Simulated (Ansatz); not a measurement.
C2H5NO, SMILES `C=NCO`. Total charge 0; spin multiplicity 1. The structure was optimised at the PBE0-D4/def2-TZVP level. It is one conformer, not always the lowest.

```xyz
9

C    -0.816   -0.925   -0.900
N    -0.649    0.172   -0.309
C     0.429    0.277    0.641
O     1.182    1.429    0.402
H    -1.634   -1.032   -1.611
H    -0.173   -1.801   -0.738
H     1.128   -0.569    0.591
H    -0.028    0.295    1.642
H     0.559    2.153    0.283
```

Q: What is the dipole moment at B3LYP/def2-TZVPP? (Best estimate.)

A: The calculation gave: 1.70 D, with components (-0.96, -1.40, 0.02) D in this frame, pointing from negative to positive charge.

Q: And with PBE, r2SCAN, ωB97M-V? (Best estimate.)

A: Computed: PBE 1.54 D, r2SCAN 1.61 D, ωB97M-V 1.73 D.

Q: Give the Mulliken charges with B3LYP, ωB97M-V, r2SCAN in def2-TZVPP. (Estimate.)

A: Ansatz gave: 
```tsv
atom	B3LYP	ωB97M-V	r2SCAN
C1	-0.11	-0.10	-0.01
N2	-0.20	-0.21	-0.27
C3	0.15	0.10	0.26
O4	-0.34	-0.32	-0.36
H5	0.12	0.11	0.08
H6	0.07	0.08	0.04
H7	0.06	0.08	0.02
H8	0.08	0.09	0.04
H9	0.19	0.18	0.20
```

B3LYP here is the variant with VWN-RPA as its local correlation; programs differ in this.
